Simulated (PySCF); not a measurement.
Stepwise substitution at one centre (B H-Cl). Isolated molecules, 0 K electronic values unless said otherwise. Strings in code marks are SMILES.

The LUMO from two functionals at the same geometries (CAM-B3LYP-D3(BJ)/def2-TZVP), both in PySCF: PBE-D3(BJ)/def2-TZVP and TPSSh-D3(BJ)/def2-TZVP. 

```csv
species,TPSSh-D3(BJ)/def2-TZVP (eV)
0 of 3 H replaced by Cl (`B`),-2.30
1 of 3 H replaced by Cl,-2.21
2 of 3 H replaced by Cl (`ClBCl`),-2.15
3 of 3 H replaced by Cl (`ClB(Cl)Cl`),-2.14
```

### Question
What does PBE-D3(BJ)/def2-TZVP give for each?

### Answer

- 0 of 3 H replaced by Cl (`B`): -3.04
- 1 of 3 H replaced by Cl: -2.83
- 2 of 3 H replaced by Cl (`ClBCl`): -2.69
- 3 of 3 H replaced by Cl (`ClB(Cl)Cl`): -2.61
Over these rows, drawn at random from the members with no instability flagged (it was tested for open shells, ions and some series alone), PBE minus TPSSh-D3(BJ): mean -0.59 eV, from -0.74 eV to -0.47 eV.
